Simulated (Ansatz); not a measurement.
# CH3AlN: the cost of one run

The runs use Ansatz 0.2.0, Gaussian basis; BHLYP-D4/def2-SVP, unrestricted.

1 further run of the same task is left out (it didn't finish).

**1. Starting geometry**

SMILES `N=[C][AlH2]`, 6 atoms, charge 0, spin multiplicity 2.

Atoms are counted from 1 here; the program's logs count them from 0.

Bond lengths: N1–C2 1.216 Å, N1–H4 1.016 Å, C2–Al3 1.949 Å, Al3–H5 1.545 Å, Al3–H6 1.562 Å. Angles: C2–N1–H4 130.2°, N1–C2–Al3 167.4°, C2–Al3–H5 114.7°, C2–Al3–H6 129.3°, H5–Al3–H6 115.9°.

Geometry (Å):

```xyz
6
CH3AlN
N    -0.5523   -1.8784   -0.1016
C    -0.3619   -0.6824   -0.2083
Al    0.2245    1.1705   -0.0648
H    -0.1294   -2.5562    0.5266
H    -0.4561    2.1423   -1.0539
H     1.2753    1.8042    0.9020
```

**2. Dynamics**

md/in.yaml

```yaml
crystal:
  periodic: [false, false, false]
  atoms:
    - {symbol: N, position_ang: [-0.552320, -1.878400, -0.101620]}
    - {symbol: C, position_ang: [-0.361920, -0.682430, -0.208290]}
    - {symbol: Al, position_ang: [0.224490, 1.170480, -0.064840]}
    - {symbol: H, position_ang: [-0.129360, -2.556150, 0.526570]}
    - {symbol: H, position_ang: [-0.456150, 2.142290, -1.053860]}
    - {symbol: H, position_ang: [1.275260, 1.804210, 0.902040]}
basis:
  gaussian: {orbitals: def2-SVP}
magnetization: {spin_polarized: true, initial_magnetization: 1}
hamiltonian: {xc: {name: BHLYP}, dispersion: d4}
md: {n_steps: 30, timestep: 1.0, temperature: 300, ensemble: nve, seed: 879, initial_velocities: maxwell_boltzmann}
```

Run with:

```bash
$ ansatz run in.yaml --threads 2 --pin off --events-out ev --progress --plain --max-ram 3481MiB
```

**Question.** How long does this run take on 2 threads of AMD EPYC 7R43, shared host, and how much memory does it need?

About 61 s, with a peak of 0.15 GiB.
